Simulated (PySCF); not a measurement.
# Allyl Fluoride (C3H5F): NMR shifts at several levels of theory, part 2 of 2

PySCF 2.14.0. Atoms count from 0.

## Step 10: Nuclear shieldings: PBE0/6-31G

The job: settings as JSON, then the geometry in Å.

```
{"job": {"kind": "nmr", "xc": "PBE0", "basis": "6-31G", "pop": true}, "charge": 0, "multiplicity": 1}
C      1.118921     0.794030     0.174286
C      0.303750    -0.020386    -0.492575
C     -0.957097    -0.584548     0.068715
F     -1.181206    -0.163536     1.350378
H      0.888334     1.093477     1.199720
H      2.032851     1.181972    -0.281281
H      0.531211    -0.323055    -1.522014
H     -1.819459    -0.287418    -0.557923
H     -0.917211    -1.690413     0.060707
```

Level: GIAO PBE0/6-31G NMR shielding, non-relativistic, gas phase.

What it wrote:

```text
coarse grid: 7448 points
cycle   1  E = -216.8101897248  dE =  3.634e-01  |g| = 4.864e-01  |ddm| = 2.569e+00
cycle   2  E = -216.7740936869  dE =  3.610e-02  |g| = 6.827e-01  |ddm| = 1.050e+00
cycle   3  E = -216.8579950515  dE = -8.390e-02  |g| = 6.739e-02  |ddm| = 6.153e-01
cycle   4  E = -216.8590678635  dE = -1.073e-03  |g| = 2.435e-02  |ddm| = 8.584e-02
cycle   5  E = -216.8592022329  dE = -1.344e-04  |g| = 1.006e-02  |ddm| = 2.718e-02
cycle   6  E = -216.8592283440  dE = -2.611e-05  |g| = 4.679e-04  |ddm| = 9.139e-03
cycle   7  E = -216.8592283868  dE = -4.284e-08  |g| = 2.460e-04  |ddm| = 6.661e-04
final grid: 72088 points
cycle   8  E = -216.8395537104  dE = -9.918e-06  |g| = 6.422e-03  |ddm| = 1.266e-02
cycle   9  E = -216.8395498941  dE =  3.816e-06  |g| = 8.104e-03  |ddm| = 1.292e-02
cycle  10  E = -216.8395634353  dE = -1.354e-05  |g| = 9.425e-04  |ddm| = 6.978e-03
cycle  11  E = -216.8395636257  dE = -1.905e-07  |g| = 1.444e-04  |ddm| = 9.094e-04
cycle  12  E = -216.8395636301  dE = -4.349e-09  |g| = 7.486e-05  |ddm| = 1.916e-04
cycle  13  E = -216.8395636315  dE = -1.435e-09  |g| = 3.031e-06  |ddm| = 6.467e-05
cycle  14  E = -216.8395636315  dE = -2.842e-12  |g| = 1.311e-06  |ddm| = 6.162e-06
converged SCF energy = -216.8395636315

GIAO shielding tensors (ppm)
atom      isotropic    diamagn.    paramagn.     s11        s22        s33       span
  0 C       86.350     256.092    -169.742    -19.619     87.850    190.820    210.439
  1 C       69.287     254.930    -185.643    -38.158     82.191    163.829    201.987
  2 C      121.400     241.499    -120.099     95.970    101.192    167.037     71.067
  3 F      437.289     472.354     -35.065    399.376    454.883    457.607     58.231
  4 H       26.416      30.560      -4.144     23.828     25.093     30.327      6.498
  5 H       26.905      29.529      -2.624     24.112     26.824     29.778      5.666
  6 H       26.548      29.818      -3.270     25.652     25.922     28.071      2.419
  7 H       27.593      27.981      -0.388     23.716     27.069     31.994      8.278
  8 H       27.592      27.978      -0.387     23.721     27.064     31.990      8.269
```

Wall time 2.6 s (1 thread of Arm Neoverse V1, shared host); peak memory 0.45 GiB.

Key values: δ C1 130.2, C0 113.2, C2 78.1, F3 -259.9, H4 6.20, H6 6.06 ppm.

## Step 11: Shielding tensors: PBE0/6-31G*

Settings changed since step 10:

```diff
@@ -1,2 +1,2 @@
-{"job": {"kind": "nmr", "xc": "PBE0", "basis": "6-31G", "pop": true}, "charge": 0, "multiplicity": 1}
+{"job": {"kind": "nmr", "xc": "PBE0", "basis": "6-31G*", "pop": true}, "charge": 0, "multiplicity": 1}
 C      1.118921     0.794030     0.174286
```

With the program's defaults for keys left out, this is: GIAO PBE0/6-31G* NMR shielding, non-relativistic, gas phase.

What it wrote:

```text
coarse grid: 7448 points
cycle   1  E = -216.8542158151  dE =  3.143e-01  |g| = 5.037e-01  |ddm| = 2.561e+00
cycle   2  E = -216.8237446561  dE =  3.047e-02  |g| = 6.694e-01  |ddm| = 9.310e-01
cycle   3  E = -216.9030396213  dE = -7.929e-02  |g| = 7.649e-02  |ddm| = 5.478e-01
cycle   4  E = -216.9042896220  dE = -1.250e-03  |g| = 2.869e-02  |ddm| = 8.805e-02
cycle   5  E = -216.9044798876  dE = -1.903e-04  |g| = 9.721e-03  |ddm| = 2.831e-02
cycle   6  E = -216.9045027343  dE = -2.285e-05  |g| = 1.724e-03  |ddm| = 8.880e-03
cycle   7  E = -216.9045034493  dE = -7.150e-07  |g| = 1.805e-04  |ddm| = 1.651e-03
final grid: 72088 points
cycle   8  E = -216.8843658146  dE = -1.445e-05  |g| = 6.857e-03  |ddm| = 1.308e-02
cycle   9  E = -216.8843613938  dE =  4.421e-06  |g| = 8.702e-03  |ddm| = 1.269e-02
cycle  10  E = -216.8843767479  dE = -1.535e-05  |g| = 9.842e-04  |ddm| = 6.694e-03
cycle  11  E = -216.8843769508  dE = -2.029e-07  |g| = 1.929e-04  |ddm| = 9.196e-04
cycle  12  E = -216.8843769583  dE = -7.512e-09  |g| = 9.525e-05  |ddm| = 2.241e-04
cycle  13  E = -216.8843769605  dE = -2.188e-09  |g| = 1.092e-05  |ddm| = 8.198e-05
cycle  14  E = -216.8843769606  dE = -2.728e-11  |g| = 1.644e-06  |ddm| = 1.287e-05
converged SCF energy = -216.8843769606

GIAO shielding tensors (ppm)
atom      isotropic    diamagn.    paramagn.     s11        s22        s33       span
  0 C       83.685     256.656    -172.971    -20.606     87.099    184.562    205.168
  1 C       65.894     254.068    -188.173    -40.027     78.929    158.781    198.808
  2 C      116.188     241.520    -125.333     90.730     96.033    161.799     71.070
  3 F      438.512     471.017     -32.505    399.528    457.985    458.022     58.494
  4 H       26.311      30.834      -4.523     23.655     25.045     30.234      6.579
  5 H       26.637      29.415      -2.778     23.960     26.318     29.635      5.675
  6 H       26.201      29.552      -3.351     25.141     25.432     28.030      2.889
  7 H       27.075      27.674      -0.599     23.196     26.800     31.228      8.032
  8 H       27.073      27.673      -0.601     23.201     26.795     31.222      8.021
```

Wall time 3.4 s (1 thread of Arm Neoverse V1, shared host); peak memory 0.45 GiB.

In short: δ C1 128.2, C0 110.5, C2 78.0, F3 -239.6, H6 5.76, H4 5.65 ppm.

## Step 12: NMR shieldings: PBE0/6-311+G(2d,p)

Settings changed since step 11:

```diff
@@ -1,2 +1,2 @@
-{"job": {"kind": "nmr", "xc": "PBE0", "basis": "6-31G*", "pop": true}, "charge": 0, "multiplicity": 1}
+{"job": {"kind": "nmr", "xc": "PBE0", "basis": "6-311+G(2d,p)", "pop": true}, "charge": 0, "multiplicity": 1}
 C      1.118921     0.794030     0.174286
```

With the program's defaults for keys left out, this is: GIAO PBE0/6-311+G(2d,p) NMR shielding, non-relativistic, gas phase.

What it wrote:

```text
coarse grid: 7448 points
cycle   1  E = -216.9160485250  dE =  3.109e-01  |g| = 4.829e-01  |ddm| = 2.292e+00
cycle   2  E = -216.8793437822  dE =  3.670e-02  |g| = 6.906e-01  |ddm| = 9.127e-01
cycle   3  E = -216.9592118075  dE = -7.987e-02  |g| = 7.268e-02  |ddm| = 5.860e-01
cycle   4  E = -216.9600986061  dE = -8.868e-04  |g| = 3.330e-02  |ddm| = 6.335e-02
cycle   5  E = -216.9603552314  dE = -2.566e-04  |g| = 8.857e-03  |ddm| = 2.448e-02
cycle   6  E = -216.9603709612  dE = -1.573e-05  |g| = 3.201e-03  |ddm| = 7.157e-03
cycle   7  E = -216.9603733524  dE = -2.391e-06  |g| = 1.857e-04  |ddm| = 2.231e-03
final grid: 72088 points
cycle   8  E = -216.9624240152  dE = -3.388e-05  |g| = 5.582e-03  |ddm| = 3.551e-02
cycle   9  E = -216.9624220637  dE =  1.951e-06  |g| = 6.554e-03  |ddm| = 8.024e-03
cycle  10  E = -216.9624315048  dE = -9.441e-06  |g| = 9.585e-04  |ddm| = 4.133e-03
cycle  11  E = -216.9624316365  dE = -1.317e-07  |g| = 2.791e-04  |ddm| = 7.214e-04
cycle  12  E = -216.9624316509  dE = -1.439e-08  |g| = 7.685e-05  |ddm| = 2.260e-04
cycle  13  E = -216.9624316522  dE = -1.279e-09  |g| = 2.877e-05  |ddm| = 6.347e-05
cycle  14  E = -216.9624316523  dE = -1.893e-10  |g| = 2.684e-06  |ddm| = 2.368e-05
converged SCF energy = -216.9624316523

GIAO shielding tensors (ppm)
atom      isotropic    diamagn.    paramagn.     s11        s22        s33       span
  0 C       69.472     256.037    -186.565    -46.006     73.291    181.131    227.138
  1 C       45.489     252.512    -207.023    -74.210     61.793    148.883    223.094
  2 C      104.073     241.823    -137.750     77.499     82.045    152.674     75.175
  3 F      428.289     470.375     -42.087    380.987    448.555    455.324     74.337
  4 H       25.703      30.946      -5.243     22.799     24.624     29.686      6.887
  5 H       26.092      29.689      -3.597     23.533     25.719     29.024      5.491
  6 H       25.386      29.460      -4.074     23.834     24.955     27.369      3.534
  7 H       26.551      28.950      -2.399     22.825     26.309     30.519      7.694
  8 H       26.549      28.952      -2.403     22.830     26.305     30.512      7.681
```

Run time: 7.5 s. Hardware: 1 thread of Arm Neoverse V1, shared host; peak memory 0.55 GiB.

Key values: δ C1 141.0, C0 117.0, C2 82.4, F3 -253.5, H6 6.12, H4 5.81 ppm.

## Step 13: Nuclear shieldings: PBE0/def2-SVP

Settings changed since step 12:

```diff
@@ -1,2 +1,2 @@
-{"job": {"kind": "nmr", "xc": "PBE0", "basis": "6-311+G(2d,p)", "pop": true}, "charge": 0, "multiplicity": 1}
+{"job": {"kind": "nmr", "xc": "PBE0", "basis": "def2-SVP", "pop": true}, "charge": 0, "multiplicity": 1}
 C      1.118921     0.794030     0.174286
```

With the program's defaults for keys left out, this is: GIAO PBE0/def2-SVP NMR shielding, non-relativistic, gas phase.

What it wrote:

```text
coarse grid: 7448 points
cycle   1  E = -216.6559549766  dE =  2.826e-01  |g| = 4.789e-01  |ddm| = 2.882e+00
cycle   2  E = -216.6256626677  dE =  3.029e-02  |g| = 6.434e-01  |ddm| = 9.779e-01
cycle   3  E = -216.6994921626  dE = -7.383e-02  |g| = 7.069e-02  |ddm| = 5.841e-01
cycle   4  E = -216.7004796828  dE = -9.875e-04  |g| = 3.178e-02  |ddm| = 8.660e-02
cycle   5  E = -216.7007260319  dE = -2.463e-04  |g| = 8.600e-03  |ddm| = 3.174e-02
cycle   6  E = -216.7007432803  dE = -1.725e-05  |g| = 2.135e-03  |ddm| = 8.909e-03
cycle   7  E = -216.7007444037  dE = -1.123e-06  |g| = 1.691e-04  |ddm| = 2.078e-03
final grid: 72088 points
cycle   8  E = -216.7316529757  dE = -1.512e-05  |g| = 6.051e-03  |ddm| = 1.619e-02
cycle   9  E = -216.7316498850  dE =  3.091e-06  |g| = 7.471e-03  |ddm| = 1.148e-02
cycle  10  E = -216.7316617788  dE = -1.189e-05  |g| = 8.955e-04  |ddm| = 6.315e-03
cycle  11  E = -216.7316619414  dE = -1.626e-07  |g| = 1.675e-04  |ddm| = 8.868e-04
cycle  12  E = -216.7316619468  dE = -5.374e-09  |g| = 8.913e-05  |ddm| = 2.169e-04
cycle  13  E = -216.7316619487  dE = -1.966e-09  |g| = 9.774e-06  |ddm| = 8.140e-05
cycle  14  E = -216.7316619487  dE = -2.058e-11  |g| = 1.761e-06  |ddm| = 1.124e-05
converged SCF energy = -216.7316619487

GIAO shielding tensors (ppm)
atom      isotropic    diamagn.    paramagn.     s11        s22        s33       span
  0 C       80.223     253.072    -172.849    -28.406     81.480    187.594    216.000
  1 C       60.611     256.042    -195.430    -50.397     72.140    160.090    210.487
  2 C      115.639     241.783    -126.143     88.418     94.951    163.550     75.132
  3 F      441.712     471.238     -29.526    401.721    461.379    462.035     60.314
  4 H       25.653      31.579      -5.926     22.756     24.451     29.752      6.997
  5 H       26.043      29.772      -3.729     23.297     25.718     29.114      5.818
  6 H       25.631      31.177      -5.546     24.249     24.923     27.721      3.472
  7 H       26.670      28.178      -1.507     22.939     26.244     30.829      7.890
  8 H       26.669      28.177      -1.509     22.944     26.238     30.824      7.880
```

Wall time 3.9 s (1 thread of Arm Neoverse V1, shared host); peak memory 0.41 GiB.

In short: δ C1 133.1, C0 113.5, C2 78.1, F3 -227.1, H6 5.71, H4 5.69 ppm.

## Step 14: Nuclear shieldings: PBE0/def2-TZVP

Settings changed since step 13:

```diff
@@ -1,2 +1,2 @@
-{"job": {"kind": "nmr", "xc": "PBE0", "basis": "def2-SVP", "pop": true}, "charge": 0, "multiplicity": 1}
+{"job": {"kind": "nmr", "xc": "PBE0", "basis": "def2-TZVP", "pop": true}, "charge": 0, "multiplicity": 1}
 C      1.118921     0.794030     0.174286
```

Level: GIAO PBE0/def2-TZVP NMR shielding, non-relativistic, gas phase.

What it wrote:

```text
coarse grid: 7448 points
cycle   1  E = -216.9393096392  dE =  3.073e-01  |g| = 4.937e-01  |ddm| = 2.083e+00
cycle   2  E = -216.9030245656  dE =  3.629e-02  |g| = 6.971e-01  |ddm| = 8.458e-01
cycle   3  E = -216.9839559424  dE = -8.093e-02  |g| = 7.414e-02  |ddm| = 5.219e-01
cycle   4  E = -216.9848704519  dE = -9.145e-04  |g| = 3.518e-02  |ddm| = 6.169e-02
cycle   5  E = -216.9851567950  dE = -2.863e-04  |g| = 9.080e-03  |ddm| = 2.376e-02
cycle   6  E = -216.9851736141  dE = -1.682e-05  |g| = 3.056e-03  |ddm| = 6.946e-03
cycle   7  E = -216.9851757697  dE = -2.156e-06  |g| = 2.017e-04  |ddm| = 1.958e-03
final grid: 72088 points
cycle   8  E = -216.9818666106  dE = -4.273e-05  |g| = 5.786e-03  |ddm| = 3.202e-02
cycle   9  E = -216.9818646056  dE =  2.005e-06  |g| = 6.685e-03  |ddm| = 7.613e-03
cycle  10  E = -216.9818743138  dE = -9.708e-06  |g| = 9.769e-04  |ddm| = 4.019e-03
cycle  11  E = -216.9818744463  dE = -1.325e-07  |g| = 2.926e-04  |ddm| = 7.784e-04
cycle  12  E = -216.9818744621  dE = -1.575e-08  |g| = 8.449e-05  |ddm| = 2.156e-04
cycle  13  E = -216.9818744637  dE = -1.591e-09  |g| = 2.904e-05  |ddm| = 6.565e-05
cycle  14  E = -216.9818744638  dE = -1.927e-10  |g| = 2.967e-06  |ddm| = 2.200e-05
converged SCF energy = -216.9818744638

GIAO shielding tensors (ppm)
atom      isotropic    diamagn.    paramagn.     s11        s22        s33       span
  0 C       68.609     254.292    -185.683    -48.019     73.024    180.820    228.840
  1 C       44.064     255.738    -211.675    -77.048     60.387    148.853    225.901
  2 C      102.223     237.752    -135.529     75.157     79.927    151.586     76.429
  3 F      429.769     467.802     -38.034    384.740    450.709    453.857     69.116
  4 H       25.683      30.785      -5.102     22.691     24.649     29.709      7.018
  5 H       26.052      29.746      -3.694     23.398     25.743     29.016      5.617
  6 H       25.326      30.542      -5.216     23.687     24.937     27.354      3.667
  7 H       26.550      28.019      -1.469     22.861     26.285     30.504      7.643
  8 H       26.548      28.020      -1.472     22.867     26.281     30.497      7.630
```

It took 8.8 s on 1 thread of Arm Neoverse V1, shared host; peak memory 0.63 GiB.

This run: δ C1 142.6, C0 118.0, C2 84.4, F3 -250.9, H6 6.16, H4 5.80 ppm.

## Step 15: Run by run: NMR shifts

Shifts (ppm) of some atoms, chosen among heavy atoms and hydrogens apart, means over like atoms, with basis size and wall time (the measured row can stand on another reference than the computed rows):

| run | C1 | C0 | C2 | H6 | H4 | H7 | F3 | functions | time |
| --- | --- | --- | --- | --- | --- | --- | --- | --- | --- |
| WP04/pcSseg-2 | 143.9 | 122.6 | 88.0 | 5.74 | 5.60 | 4.81 | -242.1 | 214 | 14 s |
| B97-2/pcSseg-2 | 143.9 | 119.6 | 85.7 | 6.12 | 5.78 | 4.94 | -249.4 | 214 | 13 s |
| BHandHLYP/pcSseg-2 | 147.2 | 123.3 | 83.4 | 6.05 | 5.83 | 4.81 | -236.1 | 214 | 12 s |
| CAM-B3LYP/pcSseg-2 | 150.0 | 124.4 | 87.0 | 6.16 | 5.86 | 4.95 | -246.3 | 214 | 17 s |
| wB97X-D/pcSseg-2 | 148.2 | 123.9 | 85.8 | 6.16 | 5.87 | 4.86 | -245.6 | 214 | 16 s |
| LC-wPBE/pcSseg-2 | 151.9 | 128.9 | 86.5 | 6.24 | 6.00 | 4.86 | -235.0 | 214 | 23 s |
| PBE0/STO-3G | 111.3 | 104.0 | 59.8 | 5.41 | 5.37 | 2.54 | -153.3 | 25 | 1.5 s |
| PBE0/6-31G | 130.2 | 113.2 | 78.1 | 6.06 | 6.20 | 5.02 | -259.9 | 46 | 2.6 s |
| PBE0/6-31G* | 128.2 | 110.5 | 78.0 | 5.76 | 5.65 | 4.89 | -239.6 | 66 | 3.4 s |
| PBE0/6-311+G(2d,p) | 141.0 | 117.0 | 82.4 | 6.12 | 5.81 | 4.96 | -253.5 | 138 | 7.5 s |
| PBE0/def2-SVP | 133.1 | 113.5 | 78.1 | 5.71 | 5.69 | 4.67 | -227.1 | 81 | 3.9 s |
| PBE0/def2-TZVP | 142.6 | 118.0 | 84.4 | 6.16 | 5.80 | 4.93 | -250.9 | 154 | 8.8 s |
| measured | – | – | – | – | – | – | -216.7 | – | – |

Measured: G. Saielli, R. Bini, A. Bagno, Computational 19F NMR. 2. Organic compounds, RSC Adv. 2014, ESI (exp. from Berger-Braun-Kalinowski 1994 and Everett 1995).

## Step 16: Summary of results

What follows sums up all 2 parts.

| quantity | value |
| --- | --- |
| point group | Cs |
| rotational constants (main isotopes) | 17.41, 6.05, 4.62 GHz |
| ¹³C shifts against TMS (WP04/pcSseg-2) | 143.9, 122.6, 88.0 ppm |
| ¹H shifts against TMS (WP04/pcSseg-2, means over atoms taken as alike) | 5.74, 5.60, 5.23, 4.81 ppm |
| ¹⁹F shifts against CFCl3 (WP04/pcSseg-2) | -242.1 ppm |
| measured, and computed on the same scale | F3 δ -216.7, -242.1 ppm |
| range of the shift of F3 | -259.9 to -153.3 ppm |
| property runs in this session | 12, of which 0 failed and 1 gave unsound results |

In words: Single values in the summary come from the first run of each kind that ended normally (WP04/pcSseg-2), which need not be the best level. Over 7 steps the energy fell by 0.019 eV; of the close pairs, C2–H7 changed most, 1.094 to 1.107 Å. The most deshielded carbon is C1 (alkene CH), at 143.9 ppm: an sp2 carbon of a C=C bond. H6 (hydrogen on an alkene CH) lies farthest downfield among hydrogen, at 5.74 ppm; olefinic region. The one measured ¹⁹F shift is missed by -25.4 ppm (computed less measured, unscaled). Vibration, temperature and solvent are missing from the calculation, and it holds one conformer, so part of the miss against the measured shifts is not the functional's. In ppm, F3 moves most: its shift spreads over 106.7 ppm, from -259.9 (PBE0/6-31G) to -153.3 (PBE0/STO-3G). A minimal basis is unusable for shieldings, so that end is no result. Most of that comes from the computed reference, not from the atom's own shielding. For the one measured ¹⁹F shift, PBE0/def2-SVP misses least (10.4 ppm, 3.9 s) and PBE0/STO-3G most (63.4 ppm, 1.5 s). One molecule ranks no method: errors cancel, and vibration and temperature are missing from all runs.
